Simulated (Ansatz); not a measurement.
# Scan of [Cl···H···H], doublet

Starting geometry:

```yaml
atoms:
  - { symbol: Cl, position_ang: [0.0000, 0.0000, -1.2983] }
  - { symbol: H, position_ang: [0.0000, 0.0000, -0.0195] }
  - { symbol: H, position_ang: [0.0000, 0.0000, 1.3177] }
```

From there H2 is moved from one fragment to the other while all else, the fragments' distance too, stays fixed, so the hump isn't the reaction's barrier; atoms are numbered as listed. Energies are in kJ/mol, counted from the starting geometry at the same level.

Basis cc-pVTZ; Ansatz 0.2.0. Only valence electrons are correlated (noble-gas cores frozen). Prefix R: restricted or restricted open-shell reference; prefix U: unrestricted. Active spaces: valence = (9e, 6o) chosen from the atoms' valence shells.

Runs in a small pair space aren't shown, since their orbitals change along the scan.

Full CI isn't at hand for all of this; UCCSDT(Q) serves as the reference, and is uncertain by about the last step of the cluster series. The frozen core follows each run's orbitals, which can shift R against U totals by a few meV.

```
distance Cl1-H2 (Å)  NEVPT2 (valence space)
              1.279                     0.0
              1.363                     5.1
              1.533                    27.1
              1.702                    20.7
              1.871                     2.6
```

Question: Estimate the UCCSDT(Q) curve in cc-pVTZ from this one, knowing how NEVPT2 (valence space) errs.

Answer: The computed UCCSDT(Q) values, in kJ/mol from the starting point, and the error of NEVPT2 (valence space) against them:
```tsv
distance Cl1-H2 (Å)	UCCSDT(Q)	NEVPT2 (valence space) less UCCSDT(Q)
1.279	0.0	0.0
1.363	3.5	1.6
1.533	21.1	6.0
1.702	8.3	12.4
1.871	-14.1	16.7
```

The error spans 16.7 kJ/mol and is largest, 16.7 kJ/mol, at 1.871 Å.
